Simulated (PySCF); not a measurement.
HF under electron impact: the energy ladder

PBE in PySCF with def2-TZVPPD on every atom, for the lowest determinant that a PBE0 search found; no spin–orbit coupling.

```tsv
species	state (unpaired electrons)	Re (Å)	ωe (cm⁻¹)	energy of the minimum from the neutral (eV)	De (eV)	dissociates to
HF	singlet (closed shell)	0.931	3968	0.00	6.17	H + F
HF⁺	doublet (π ↑)	1.023	2905	16.11	3.65	H⁺ + F
```

Task: Work out the lowest energy to break HF into atoms, from its vibrational ground state.

Result: D0 = De − ωe/2 = 6.17 − 0.25 = 5.92 eV (PBE/def2-TZVPPD).

Task: Work out the ionisation energy of the H atom at this level and the threshold of dissociative ionisation.

Result: IE(H) = 16.11 + 3.65 − 6.17 = 13.59 eV, so H⁺ + F + e⁻ appears at D0 + IE(H) = 19.51 eV (PBE/def2-TZVPPD). The measured IE(H) is 13.598 eV (NIST ASD).

These are thermodynamic thresholds; the onsets seen under electron impact lie higher where the geometry changes, and cross-sections peak well above them.

For an ion De counts to the pair picked by the measured ionisation energies or electron affinities, which need not be the lowest pair at this level. States were picked by a PBE0 search and need not be the measured ground states.
